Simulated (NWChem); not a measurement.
Species: methanol (CH4O); SMILES CO

Program: NWChem. Geometry: optimised at PBE0-D3(BJ)/def2-TZVP. Level: M06-2X/def2-SVP with SMD (1 M gas to 1 M solution), gas-phase geometry.

Among these, which solvent gives the highest value of “dipole in solution (D)”?
(A) toluene
(B) water
(C) cyclohexane
(D) benzene

B, water. Values: cyclohexane 1.82; benzene 1.84; toluene 1.84; water 2.15
